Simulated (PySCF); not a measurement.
## Gas-phase XPS of `[SiH3][SiH3]`, computed

Compound: Si2H6.
Atom-mapped SMILES: `[SiH3:1][SiH3:2]`

Theory: PySCF, delta-SCF UKS SCAN, pcX-2 on the ionised atom, pcseg-1 elsewhere, spin-free X2C. Binding energies are ΔSCF values: E(core-ionised, relaxed orbitals) − E(ground state) at a fixed geometry, referred to the vacuum level.

Give the core binding energies atom by atom.

```
atom(s)   environment     level  binding energy (eV)  2p1/2 (eV)  count
Si1/Si2  SiH3 silicon     Si 1s              1846.37           –      2
Si1/Si2  SiH3 silicon  Si 2p3/2               106.67      107.29      2
```

Which photon energy gives electrons from Si 2p3/2 of Si1/Si2 a kinetic energy of 150 eV, and what is their de Broglie wavelength?

hν = 106.67 + 150 = 256.67 eV, recoil neglected; λ = 12.264 Å/√(E/eV) = 1.00 Å.

Atoms equivalent by their bonding share one computed value, that of the first of them. Spin–orbit and ligand-field terms were added within each 2p shell after the spin-free SCF. 2p1/2 minus 2p3/2 (ligand field included): Si 0.62 eV. Geometry: PBE0-D3(BJ)/def2-SVP; no solvent, vibrations or thermal averaging.
